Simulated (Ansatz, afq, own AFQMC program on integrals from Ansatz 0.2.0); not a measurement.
Integrals from Ansatz 0.2.0, then the random walk in our own AFQMC program (afq).

```yaml
crystal:
  periodic: [false, false, false]
  atoms:
    - {symbol: Al, position_ang: [0.000000, -0.135959, 0.802035]}
    - {symbol: N, position_ang: [0.000000, 0.139673, -1.675377]}
    - {symbol: H, position_ang: [0.000000, 1.698536, 1.811981]}
basis:
  gaussian: {orbitals: cc-pVDZ}
magnetization: {spin_polarized: true, initial_magnetization: 3}
correlation: {method: ccsd_t, electrons: outside_noble_gas, hamiltonian_folder: ham}
```

```sh
$ ansatz run in.yaml --threads 1 --pin off --events-out ev --progress --plain --max-ram 1382MiB
```

afq runs on the folder ham with

```
--method phaseless --trial cisd --walkers 60 --populations 1 --least-time 40 --time-step 0.005 --steps-per-block 50 --equilibration-blocks 40 --max-blocks 300 --target-error 0.00072 --factor-cut 1e-05 --start spin_pure --seed 2602 --release-times 0.24,0.51,0.99,1.62,2.4 --release-step 0.03 --release-every 4 --taylor-order 6
```

Times are imaginary, in 1/Eh. The walk had a cap of 671 s.

Log:

```
orbitals 31  electrons 6 3  factors 205 of 360
reference energy -296.81592766 Eh
CCSD correlation -0.16880712 Eh in 19 cycles, weight of the determinant in the CISD state 0.8611
energy of the start -296.980229 Eh
 block  time / (1/Eh)  mean weight  energy / Eh
     1     0.250  1.0005  -296.980506
     2     0.500  0.9987  -296.982512
     3     0.750  1.0022  -296.983288
     4     1.000  0.9986  -296.987517
     5     1.250  1.0008  -296.987195
     7     1.750  0.9987  -296.990680
     9     2.250  1.0000  -296.986517
    11     2.750  0.9992  -296.986723
    21     5.250  0.9989  -296.988742
    31     7.750  0.9990  -296.987815
    41    10.250  1.0023  -296.986831
    51    12.750  1.0017  -296.988226
    61    15.250  1.0005  -296.991751
    71    17.750  1.0016  -296.989586
    76    19.000  1.0018  -296.996913
    81    20.250  1.0012  -296.989385
    91    22.750  1.0009  -296.987817
   101    25.250  0.9975  -296.983158
   111    27.750  0.9992  -296.989987
   121    30.250  1.0016  -296.988343
   131    32.750  1.0014  -296.985480
   141    35.250  0.9978  -296.992092
   151    37.750  0.9987  -296.988644
   161    40.250  1.0012  -296.993096
   171    42.750  0.9998  -296.989033
   181    45.250  1.0000  -296.992035
   191    47.750  1.0057  -296.991671
   196    49.000  1.0004  -296.987714
blocks merged  error / Eh  count
     1  0.000238  160
     2  0.000258  80
     4  0.000313  40
     8  0.000322  20
    16  0.000363  10
released: time / (1/Eh)  energy / Eh  error  mean overlap
  0.24  -296.990211  0.000383  1.0021
  0.51  -296.991222  0.000522  0.9935
  0.99  -296.990691  0.000542  0.9985
  1.62  -296.990636  0.000506  1.0074
  2.40  -296.990734  0.000680  1.0162
energy -296.990037 +/- 0.000322 Eh
(rows thinned)
```

The run passed its tests (sampling time, drift between the halves within three errors, error under three times the target), which doesn't prove that it has relaxed.

Against this walk (error 8.8 meV) on the same determinant: CCSD(T) 39.4 meV higher, CCSDT(Q) 12.2 meV lower (within the noise). The error is statistical and leaves out the bias of the constraint. The determinant has ⟨S²⟩ = 3.92, so the low cluster orders mix in higher spin (the high orders can go on to a lower state of that spin), while the walk starts as a pure quartet. None of these is a sure reference here. Released to 1.62 1/Eh the energy moves by -16 ± 16 meV (both errors), within twice the noise.

Cautions: constraint bias not in the error; lower spins were not checked; higher spins were not checked; unrestricted determinant spin contaminated (⟨S²⟩ 3.92 against 3.75).

The walk took 2.8 min on 1 thread of Arm Neoverse V1 (shared host). The log's last line is the phaseless energy.

CCSDT and higher add their correlation energy to the determinant of the CCSD(T) run, since their own runs factorise the integrals more tightly (a shift of under 2 meV). A walk keeps the symmetry of its determinant, which the program's search chose and which needn't be the lowest solution, so a lower state of the same spin and another symmetry isn't excluded.
